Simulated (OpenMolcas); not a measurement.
How basis sets differ on Si2H4F (SMILES F[SiH2][SiH2])

Si2H4F has 7 atoms, charge 0, and is taken as a doublet. SMILES: `F[SiH2][SiH2]`. The coordinates come from a GFN2-xTB relaxation. This is one conformer, not always the lowest.

```xyz
7

F    -1.9779   -0.5934    0.2372
Si   -0.7020   -0.0699   -0.6221
Si    1.1995    0.2133    0.5738
H    -0.5894   -1.1111   -1.6400
H    -1.2186    1.1752   -1.1835
H     1.3456    1.3121    1.5268
H     1.9428   -0.9262    1.1078
```

Quantity: the dipole moment, in D. The values are calculated.

| level | kind | program | value (D) | CPU time |
| --- | --- | --- | --- | --- |
| UHF/STO-3G | Hartree–Fock | OpenMolcas | 1.53 | 2.2 s |
| UHF/3-21G | Hartree–Fock | OpenMolcas | 2.20 | 2.5 s |
| UHF/def2-SVP | Hartree–Fock | OpenMolcas | 1.93 | 5 s |
| UHF/aug-cc-pVDZ | Hartree–Fock | OpenMolcas | 1.76 | 21 s |

The values span 1.53 to 2.20 D. Sets without polarisation functions give poor dipoles. CPU times are rough (shared hosts, several kinds of processor): they show what a rung costs within a factor of a few.
